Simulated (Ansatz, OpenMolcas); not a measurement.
BF2 (SMILES F[B]F): from total energies to a heat of formation

BF2: 3 atoms, total charge 0, spin state doublet. As SMILES, `F[B]F`. Geometry: relaxed at PBE0-D4/def2-TZVP.

```xyz
3

F     0.5131   -1.0443    0.1600
B     0.2790    0.2405    0.1813
F    -0.8029    0.7389   -0.3546
```

Total energies at UB3LYP/6-31G* (Cartesian functions) (OpenMolcas 26.06); the atoms run unrestricted:

```
species    state  energy (Eh)
    BF2  doublet  -224.561620
      F  doublet   -99.715535
      B  doublet   -24.654354
```

Harmonic wavenumbers at UPBE0-D4/def2-TZVP, in cm⁻¹: 523, 1176, 1447.

Measured heats of formation of the gaseous atoms at 298.15 K, in kJ/mol: F 79.4, B 570.3. Spin-orbit lowering of the atoms at 298 K (mean of the ground term's levels less their thermal mean, from spectra), in kJ/mol: F 1.29, B 0.00. Take 1 Eh = 2625.50 kJ/mol, 1 cm⁻¹ = 0.0119627 kJ/mol, RT = 2.479 kJ/mol.

Task: What heat of formation follows?

Result: 
1. Electronic atomisation energy: 2 × (-99.715535) + (-24.654354) − (-224.561620) = 0.476196 Eh = 1250.3 kJ/mol.
2. Zero-point energy: half the sum of the wavenumbers, 1573 cm⁻¹ = 18.8 kJ/mol.
3. Thermal vibrational enthalpy, Σ hcν̃/(exp(hcν̃/kT) − 1): 0.6 kJ/mol. Translation, rotation and pV of a non-linear molecule: 4 RT = 9.9 kJ/mol.
4. The 3 free atoms carry 5/2 RT each: 18.6 kJ/mol.
5. Spin-orbit coupling lowers the free atoms by 2 × 1.29 + 0.00 = 2.6 kJ/mol.
6. Atomisation enthalpy at 298 K: 1250.3 − 2.6 − 18.8 − 0.6 − 9.9 + 18.6 = 1237.0 kJ/mol.
7. Sum of the atoms' heats of formation: 729.1 kJ/mol. Heat of formation: 729.1 − 1237.0 = -507.9 kJ/mol.

No measured value is set beside it here. Anharmonicity and any spin-orbit splitting of the molecule are left out.
